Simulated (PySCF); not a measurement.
Compound: C3H7P.
Z-matrix (Å and degrees, PBE0-D3(BJ)/def2-SVP geometry), rows numbered from 1:
```
C 
C   1  1.5269
C   2  1.4929  1  112.76
P   3  1.6734  2  130.59  1   119.12
H   1  1.1013  2  111.41  3    57.71
H   1  1.1006  2  110.89  3   -62.16
H   1  1.1006  2  110.92  3   177.71
H   2  1.1066  1  108.85  3  -120.19
H   2  1.1018  1  110.29  3   123.32
H   3  1.1013  2  114.50  1   -59.42
H   4  1.4391  3   97.10  2     0.51
```

Level: PBE0/pcSseg-1 and wB97X-D/def2-SVPD in PySCF, non-relativistic, on one gas-phase PBE0-D3(BJ)/def2-SVP geometry that isn't relaxed in the solvent. The solvent is an IEF-PCM continuum (van der Waals radii × 1.2). Specific hydrogen bonds and non-electrostatic terms are outside this model.

Gas phase at PBE0/pcSseg-1: HOMO -7.32 eV, LUMO -1.49 eV, dipole 1.77 D.

Task: What does the continuum do to the energy, the frontier levels and the dipole at PBE0/pcSseg-1 in chloroform and dimethylsulfoxide?

Result: 
```
          solvent      ε  E(solvent) − E(gas) (kcal/mol)  polarisation term (kcal/mol)  distortion of the solute (kcal/mol)  HOMO (eV)  LUMO (eV)  dipole (D)
       chloroform  4.711                           -1.30                         -1.49                                 0.19      -7.30      -1.47        2.22
dimethylsulfoxide  46.83                           -1.85                         -2.25                                 0.40      -7.31      -1.49        2.41
```

The polarisation term is half the interaction of the solute with the surface charges that it induces; the rest is the cost of distorting the solute's density. The sum is the electrostatic part of solvation alone. From chloroform to dimethylsulfoxide the lowering changes by a factor 1.42, Onsager's factor (ε − 1)/(2ε + 1) by 1.36 and ε itself by 9.9.

Task: Which radius a makes the point-dipole formula ΔE = −[(ε − 1)/(2ε + 1)]·μ²/a³ give the value in dimethylsulfoxide, with the gas-phase dipole?

Result: μ = 0.696 au and |ΔE| = 0.00294 Eh give a = 2.28 Å; the farthest nucleus lies 2.70 Å from the centroid of the nuclei, so such a sphere wouldn't even hold the nuclei. The formula assumes a rigid point dipole at the centre of a sphere.

Task: Which Hirshfeld charges (PBE0/pcSseg-1) respond most in chloroform (means over atoms taken as equivalent)?

Result: 
```tsv
atoms	environment	gas (e)	solvent (e)	change
P4	phosphorus bonded to C and H	+0.031	+0.003	-0.028
H11	P–H hydrogen	-0.027	-0.022	+0.005
H10	hydrogen on carbon	+0.042	+0.047	+0.005
C3	carbon bonded to C, P and H	-0.078	-0.073	+0.005
H8/H9	methylene hydrogen	+0.042	+0.046	+0.004
C2	chain CH2 carbon	-0.065	-0.064	+0.001
H5/H6/H7	methyl hydrogen	+0.041	+0.043	+0.002
C1	methyl carbon	-0.111	-0.110	+0.001
```

Gas phase at wB97X-D/def2-SVPD: HOMO -9.09 eV, LUMO 0.26 eV, dipole 1.70 D.

Task: What does the continuum do to the energy, the frontier levels and the dipole at wB97X-D/def2-SVPD in chloroform?

Result: 
```csv
solvent,ε,E(solvent) − E(gas) (kcal/mol),polarisation term (kcal/mol),distortion of the solute (kcal/mol),HOMO (eV),LUMO (eV),dipole (D)
chloroform,4.711,-1.29,-1.50,0.21,-9.08,0.28,2.18
```

Task: How does the static polarisability (wB97X-D/def2-SVPD, frozen core, with the continuum's full static response) change?

Result: 
| medium | isotropic (au) | principal values (au) | ⟨r²⟩ of the electrons (bohr²) |
| --- | --- | --- | --- |
| gas | 65.9 | 52.6, 58.2, 86.9 | 515.5 |
| chloroform | 84.6 | 67.0, 75.4, 111.5 | 515.7 |

The isotropic value in chloroform is 1.28 times the gas-phase one; no cavity-field correction is applied. ⟨r²⟩ is taken about the centre of nuclear charge.

The pairwise dispersion term of wB97X-D wasn't added to the energies; at a given geometry it leaves orbitals and properties as they are.
